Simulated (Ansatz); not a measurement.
## Al₂, singlet: reading a ladder of total energies

Geometry: a PBE0/def2-TZVP stationary point for this spin. The triplet lies 0.2 eV lower here.

```json
{"atom": "Al", "x (Å)": "0.0000", "y (Å)": "0.0000", "z (Å)": "0.0000"}
{"atom": "Al", "x (Å)": "0.0000", "y (Å)": "0.0000", "z (Å)": "3.0310"}
```

Basis cc-pVDZ; Ansatz 0.2.0. Only valence electrons are correlated (noble-gas cores frozen), which leaves 6 electrons in 26 orbitals. Prefix R: restricted or restricted open-shell reference.

Full CI is exact within this basis and frozen core; it isn't the basis-set limit.

Runs differ by some tens of microhartree through their thresholds, so steps under 0.03 kcal/mol mean nothing.

| level | total energy (hartree) |
| --- | --- |
| RHF | -483.751810 |
| RMP2 | -483.834724 |
| RCCSD | -483.870803 |
| RCCSD(T) | -483.874440 |
| RCCSDT | -483.875772 |
| RCCSDT(Q) | -483.876229 |
| RCCSDTQ | -483.876451 |
| full CI | -483.876493 |

**Question.** What is the correlation energy at full CI, and what share of it do RMP2 and RCCSDT(Q) recover?

**Answer.** E(corr) = -483.876493 − (-483.751810) = -0.124683 hartree = -3.393 eV. RMP2: -0.082914 / -0.124683 = 66.50 %. RCCSDT(Q): -0.124419 / -0.124683 = 99.79 %.

**Question.** By how many kcal/mol does RCCSD(T) miss full CI (1 hartree = 627.509 kcal/mol), and which steps make up the rest?

**Answer.** -483.874440 − (-483.876493) = 0.002053 hartree = 1.29 kcal/mol. Steps: RCCSDT − RCCSD(T) = -0.84, RCCSDT(Q) − RCCSDT = -0.29, RCCSDTQ − RCCSDT(Q) = -0.14, full CI − RCCSDTQ = -0.03 kcal/mol. Differences between like states or geometries often cancel part of this.
